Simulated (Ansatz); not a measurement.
`C/N=C/OC` and `COC=N` differ in one atom or group.

Ansatz, PBE0-D4/def2-TZVP geometries, multiplicity 1. Each molecule was computed in one conformer, which needn't be the lowest.

| property | `C/N=C/OC` |
| --- | --- |
| LUMO energy (B3LYP/def2-TZVPP) / eV | 0.41 |
| HOMO–LUMO gap (ωB97M-V/def2-TZVPP) / eV | 12.55 |
| HOMO–LUMO gap (B3LYP/def2-TZVPP) / eV | 7.59 |
| HOMO–LUMO gap (PBE0/def2-TZVPP) / eV | 8.09 |
| zero-point energy (PBE0-D4/def2-TZVP) / kJ/mol | 268.8 |
| ideal-gas entropy at 298 K and 1 bar (rigid rotor, harmonic PBE0-D4/def2-TZVP) / J/(mol·K) | 316 |

Problem. What does the change do to each property? (Best estimate.)

Solution. Ansatz gave: 
```tsv
property	`COC=N`	shift
LUMO energy (B3LYP/def2-TZVPP) / eV	0.32	-0.09
HOMO–LUMO gap (ωB97M-V/def2-TZVPP) / eV	13.07	0.52
HOMO–LUMO gap (B3LYP/def2-TZVPP) / eV	7.96	0.37
HOMO–LUMO gap (PBE0/def2-TZVPP) / eV	8.49	0.40
zero-point energy (PBE0-D4/def2-TZVP) / kJ/mol	196.2	-72.6
ideal-gas entropy at 298 K and 1 bar (rigid rotor, harmonic PBE0-D4/def2-TZVP) / J/(mol·K)	283	-33
```

With PBE0 the HOMO falls by 0.48 eV and the LUMO falls by 0.07 eV, so the gap widens by about 0.41 eV. PBE moves the HOMO by -0.45 eV and ωB97M-V by -0.52 eV. The zero-point energy changes by -72.6 kJ/mol with -9 modes.

Positive LUMOs are unbound, so they and the gaps depend on the basis.

B3LYP here is the variant with VWN-RPA as its local correlation; programs differ in this.
